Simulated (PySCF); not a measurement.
Problem. Give a PBE0-D3(BJ)/def2-SVP geometry of InChI=1S/C4H5FO/c1-4(2-5)3-6/h3H,1-2H2.

Solution. 
```
atom  x, y, z in Å
C1    -0.6834   -0.8743    0.9664
C2    -0.2329    0.0032    0.0616
C3    -1.0440    1.1826   -0.2970
O4    -0.6923    2.0117   -1.1000
C5     1.0837   -0.1291   -0.6365
F6     1.7560   -1.2455   -0.2235
H7    -1.6550   -0.7309    1.4486
H8    -0.0924   -1.7499    1.2427
H9    -2.0262    1.2603    0.2356
H10    0.9245   -0.1787   -1.7279
H11    1.7008    0.7653   -0.4415
```

Any rigid rotation of these coordinates is as good. Atoms count from 1 in this order. Of the pairs four or more bonds apart, F6···H8 is among the closest relative to their van der Waals radii: 2.41 Å, 90 % of the sum of Bondi's values. The 3 C–C bonds span 1.338 Å (C1=C2, drawn double) to 1.496 Å (C2–C5, drawn single), a spread of 0.158 Å. The 6 heavy atoms lie in one plane (0.003 Å rms).

Bonds between heavy atoms (Å): C1=C2 1.338, C2–C3 1.476, C3=O4 1.207, C2–C5 1.496, C5–F6 1.367.

Computed, not measured: PBE0-D3(BJ)/def2-SVP geometry optimisation, gas phase (PySCF).

Point group: Cs (tolerance 0.08 Å). No frequency check. One conformer, not necessarily the lowest (C1–C2–C3–O4 180°, C1–C2–C5–F6 0°).
